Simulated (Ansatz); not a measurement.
System (SMILES): OO (H2O2).
Atoms: O1, O2, H3, H4. Bonds: O1-O2, O1-H3, O2-H4.

How fast the optimised O1-O2 bond length converges with the basis for several methods (Ansatz, a quantum-chemistry and plane-wave program): deviation from each method's own reference, in Å. References: HF 1.3841 Å, the value in def2-QZVPPD; MP2 1.4463 Å, the value in def2-QZVPPD; PBE 1.4634 Å, the value in def2-QZVPPD; PBE0 1.4239 Å, the value in def2-QZVPPD. Cartesian d functions, on some or all atoms, in 6-31G*, 6-31G**; all else is spherical. In correlated methods cores are frozen. No added dispersion term, no relativity. The reference of a correlated method is not its basis-set limit, which lies further on.

```
basis              functions   HF      MP2      PBE     PBE0
-----------------  ---------  ---  -------  -------  -------
def2-SV(P)                32  ___  -0.0032  -0.0070  -0.0053
6-31G*                    34  ___   0.0226   0.0057   0.0081
def2-SVP                  38  ___  -0.0032  -0.0073  -0.0054
6-31G**                   40  ___   0.0210   0.0059   0.0080
def2-SVPD                 62  ___   0.0081  -0.0067  -0.0060
aug-cc-pVDZ               64  ___   0.0239   0.0018   0.0031
6-311++G(2d,2p)           74  ___   0.0139   0.0031   0.0031
def2-TZVP                 74  ___   0.0045   0.0018   0.0018
pcseg-2                   88  ___   0.0056   0.0024   0.0024
cc-pVTZ                   88  ___   0.0042   0.0030   0.0034
6-311++G(3df,3pd)        114  ___  -0.0019  -0.0021  -0.0019
def2-QZVPP               174  ___   0.0001   0.0006   0.0004
```

**Question.** Fill in the missing entries.

**Answer.** 
- def2-SV(P), HF: -0.0012
- 6-31G*, HF: 0.0124
- def2-SVP, HF: -0.0017
- 6-31G**, HF: 0.0117
- def2-SVPD, HF: -0.0040
- aug-cc-pVDZ, HF: 0.0053
- 6-311++G(2d,2p), HF: 0.0034
- def2-TZVP, HF: 0.0023
- pcseg-2, HF: 0.0026
- cc-pVTZ, HF: 0.0033
- 6-311++G(3df,3pd), HF: -0.0018
- def2-QZVPP, HF: 0.0002

Mean absolute deviation over 6-311++G(2d,2p), def2-TZVP, pcseg-2, cc-pVTZ, 6-311++G(3df,3pd): PBE 0.0025, PBE0 0.0025, HF 0.0027, MP2 0.0060 Å.
